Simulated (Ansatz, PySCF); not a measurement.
Potential energy curve for SMILES C[SiH3]. The C1–Si5 bond (C1 also carries H, H, H; Si5 carries H, H, H) is varied alone, starting from the PBE0/def2-TZVP optimised geometry.

UHF/cc-pVTZ (Ansatz, an electronic-structure program); RHF/cc-pVTZ (Ansatz); UKS-PBE = unrestricted PBE/cc-pVTZ (Ansatz); RKS-PBE = restricted PBE/cc-pVTZ (Ansatz); UKS-CAM-B3LYP = unrestricted CAM-B3LYP/cc-pVTZ (Ansatz); RKS-CAM-B3LYP = Ansatz with restricted CAM-B3LYP/cc-pVTZ; UKS-B3LYP/6-31G* = unrestricted B3LYP/6-31G*, spherical d (PySCF); RKS-B3LYP/6-31G* = restricted B3LYP/6-31G*, spherical d (PySCF); UKS-B3LYP/6-311+G** = unrestricted B3LYP/6-311+G**, spherical d run with PySCF; RKS-B3LYP/6-311+G** = restricted B3LYP/6-311+G**, spherical d run with PySCF 2.14.0; UKS-LDA (SVWN5)/6-31G* = unrestricted LDA (SVWN5)/6-31G*, spherical d (PySCF); RKS-LDA (SVWN5)/6-31G* = PySCF with restricted LDA (SVWN5)/6-31G*, spherical d.

Scanned distances (Å): 1.39, 1.51, 1.58, 1.69, 1.77, 1.82, 1.87, 1.92, 1.97, 2.07, 2.19, 2.35, 2.50, 2.82, 3.07, 3.38, 3.77, 4.06, 4.57, 5.04, 5.55, 6.46.

Where does the unrestricted solution first break spin symmetry (<S²> of 0.01 or more)?

UHF: between 2.50 and 2.82 Å; UKS-PBE: between 3.07 and 3.38 Å; UKS-CAM-B3LYP: between 2.82 and 3.07 Å; UKS-B3LYP/6-31G*: between 2.82 and 3.07 Å; UKS-B3LYP/6-311+G**: between 2.82 and 3.07 Å; UKS-LDA (SVWN5)/6-31G*: between 3.38 and 3.77 Å.

```
R / Å  <S²> UHF  E(RHF) − E(UHF) / kcal/mol  <S²> UKS-PBE  E(RKS-PBE) − E(UKS-PBE) / kcal/mol  <S²> UKS-CAM-B3LYP  E(RKS-CAM-B3LYP) − E(UKS-CAM-B3LYP) / kcal/mol  <S²> UKS-B3LYP/6-31G*  E(RKS-B3LYP/6-31G*) − E(UKS-B3LYP/6-31G*) / kcal/mol  <S²> UKS-B3LYP/6-311+G**  E(RKS-B3LYP/6-311+G**) − E(UKS-B3LYP/6-311+G**) / kcal/mol  <S²> UKS-LDA (SVWN5)/6-31G*  E(RKS-LDA (SVWN5)/6-31G*) − E(UKS-LDA (SVWN5)/6-31G*) / kcal/mol
-----  --------  --------------------------  ------------  ----------------------------------  ------------------  ----------------------------------------------  ---------------------  ----------------------------------------------------  ------------------------  ----------------------------------------------------------  ---------------------------  ----------------------------------------------------------------
1.39       0.00                         0.0          0.00                                 0.0                0.00                                             0.0                   0.00                                                   0.0                      0.00                                                         0.0                         0.00                                                               0.0
1.51       0.00                         0.0          0.00                                 0.0                0.00                                             0.0                   0.00                                                   0.0                      0.00                                                         0.0                         0.00                                                               0.0
1.58       0.00                         0.0          0.00                                 0.0                0.00                                             0.0                   0.00                                                   0.0                      0.00                                                         0.0                         0.00                                                               0.0
1.69       0.00                         0.0          0.00                                 0.0                0.00                                             0.0                   0.00                                                   0.0                      0.00                                                         0.0                         0.00                                                               0.0
1.77       0.00                         0.0          0.00                                 0.0                0.00                                             0.0                   0.00                                                   0.0                      0.00                                                         0.0                         0.00                                                               0.0
1.82       0.00                         0.0          0.00                                 0.0                0.00                                             0.0                   0.00                                                   0.0                      0.00                                                         0.0                         0.00                                                               0.0
1.87       0.00                         0.0          0.00                                 0.0                0.00                                             0.0                   0.00                                                   0.0                      0.00                                                         0.0                         0.00                                                               0.0
1.92       0.00                         0.0          0.00                                 0.0                0.00                                             0.0                   0.00                                                   0.0                      0.00                                                         0.0                         0.00                                                               0.0
1.97       0.00                         0.0          0.00                                 0.0                0.00                                             0.0                   0.00                                                   0.0                      0.00                                                         0.0                         0.00                                                               0.0
2.07       0.00                         0.0          0.00                                 0.0                0.00                                             0.0                   0.00                                                   0.0                      0.00                                                         0.0                         0.00                                                               0.0
2.19       0.00                         0.0          0.00                                 0.0                0.00                                             0.0                   0.00                                                   0.0                      0.00                                                         0.0                         0.00                                                               0.0
2.35       0.00                         0.0          0.00                                 0.0                0.00                                             0.0                   0.00                                                   0.0                      0.00                                                         0.0                         0.00                                                               0.0
2.50       0.00                         0.0          0.00                                 0.0                0.00                                             0.0                   0.00                                                   0.0                      0.00                                                         0.0                         0.00                                                               0.0
2.82       0.51                         6.4          0.00                                 0.0                0.00                                             0.0                   0.00                                                   0.0                      0.00                                                         0.0                         0.00                                                               0.0
3.07       0.75                        18.6          0.00                                 0.0                0.31                                             1.2                   0.06                                                   0.0                      0.03                                                         0.0                         0.00                                                               0.0
3.38       0.89                        35.3          0.28                                 0.6                0.68                                             8.7                   0.55                                                   4.0                      0.53                                                         3.5                         0.00                                                               0.0
3.77       0.97                        54.5          0.73                                 5.7                0.88                                            20.6                   0.83                                                  12.6                      0.82                                                        11.6                         0.50                                                               1.7
4.06       0.99                        66.7          0.87                                10.2                0.95                                            28.8                   0.92                                                  19.0                      0.91                                                        17.4                         0.75                                                               5.1
4.57       1.01                        83.8          0.97                                16.7                0.99                                            40.7                   0.98                                                  27.9                      0.98                                                        25.7                         0.93                                                              11.0
5.04       1.01                        95.7          0.99                                20.6                1.00                                            48.8                   1.00                                                  33.6                      1.00                                                        30.8                         0.98                                                              15.1
5.55       1.01                       105.3          1.00                                23.3                1.00                                            55.0                   1.00                                                  37.5                      1.00                                                        34.5                         1.00                                                              17.8
6.46       1.01                       115.7          1.01                                25.5                1.00                                            61.8                   1.00                                                  41.1                      1.00                                                        38.0                         0.00                                                                 —
```

A dash means that the run gave no value there, or that the column was ended at a point which the program doubted or which failed a test of continuity chosen for this set; such a test can also cut sound points.
